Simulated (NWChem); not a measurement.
# SiH2F2 (SMILES [H][Si]([H])(F)F) at M11/6-311+G(d,p) (SMD hexane, lindep 0.0001)

We compute a single-point energy of SiH2F2. 

Program for the calculation: NWChem 7.3.0.

2 further runs of the same task are left out: 2 set aside as unsound or not needed.

### Step 1. The molecule

SiH2F2 has 5 atoms, charge 0, and is taken as a singlet. SMILES: `[H][Si]([H])(F)F`. The coordinates come from a GFN2-xTB relaxation.

Bond lengths: Si1–F2 1.594 Å, Si1–F3 1.594 Å, Si1–H4 1.442 Å, Si1–H5 1.443 Å. Angles: F2–Si1–F3 103.0°, F2–Si1–H4 107.9°, F2–Si1–H5 107.9°, F3–Si1–H4 107.9°, F3–Si1–H5 108.0°, H4–Si1–H5 120.8°.

### Step 2. A single-point energy at M11/6-311+G(d,p) (SMD hexane, lindep 0.0001)

Contents of f2h2si.nw:

```
start f2h2si
title "F2H2Si energy"
memory stack 880 mb heap 220 mb global 1100 mb

geometry units angstrom noautosym nocenter noautoz
Si   -0.091360    0.000560   -0.064290
F     0.009240   -0.018840    1.526500
F     1.436020    0.010630   -0.519740
H    -0.680140    1.257800   -0.455540
H    -0.673740   -1.250150   -0.486920
end

basis spherical bse
Si library 6-311+G**
F library 6-311+G**
H library 6-311+G**
end

cosmo
do_cosmo_smd true
solvent hexane
end

dft
xc m11
grid coarse
direct
print low
end

set lindep:tol 0.0001
task dft
```

Started as:

```bash
nwchem f2h2si.nw > f2h2si.out
```

What it wrote:

```text
[...]
 d= 0,ls=0.0,diis     1   -490.4142082308 -6.09D+02  9.03D-03  2.17D+00     4.6
[...]
 d= 0,ls=0.0,diis     5   -490.5189864079 -4.50D-07  4.50D-06  6.44D-08    52.1
         Total DFT energy =     -490.518986407908
      One electron energy =     -918.049710734713
           Coulomb energy =      351.102830985468
    Exchange-Corr. energy =      -42.678903540345
 Nuclear repulsion energy =      119.076707091472
             COSMO energy =        0.030089790210
[...]
```

Wall time 53 s (1 thread of Intel Xeon Platinum 8259CL at 2.50GHz (Skylake/Cascade Lake), shared host); peak memory 0.11 GiB.

### Step 3. Outcome

Level: M11/6-311+G** (SMD hexane, lindep 0.0001).

| quantity | value |
| --- | --- |
| total energy | -490.51899 Eh |
| solvent term in the energy | -7.4 kJ/mol |
